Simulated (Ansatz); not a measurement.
Ansatz (a quantum-chemistry and plane-wave program) input:

Ansatz 0.2 input:
```yaml
crystal:
  periodic: [false, false, false]
  atoms:
    - {symbol: O, position_ang: [-0.01575076, 0.07347674, 1.18707993]}
    - {symbol: C, position_ang: [-0.00126433, 1.11753845, 0.36818709]}
    - {symbol: C, position_ang: [-0.00843004, -1.04295283, 0.36965169]}
    - {symbol: C, position_ang: [0.01530910, 0.78915281, -0.94253072]}
    - {symbol: C, position_ang: [0.01032913, -0.65389182, -0.92716625]}
    - {symbol: H, position_ang: [-0.01836279, -1.99159424, 0.87398983]}
    - {symbol: H, position_ang: [0.02892908, 1.44704524, -1.79191591]}
    - {symbol: H, position_ang: [0.01977666, -1.30234448, -1.78756417]}
basis:
  gaussian:
    orbitals: def2-TZVP
hamiltonian:
  xc: b3lyp
  dispersion: d3bj
magnetization: {spin_polarized: true, initial_magnetization: 1}
phonons: {temperatures: {t_min: 298.15, t_max: 298.15, t_step: 100}}
```

Problem. Which total energy does the run end on?

Solution. -229.42393 Eh (B3LYP-D3(BJ)/def2-TZVP). The basis has 173 functions.

It need not be the lowest isomer of its formula.
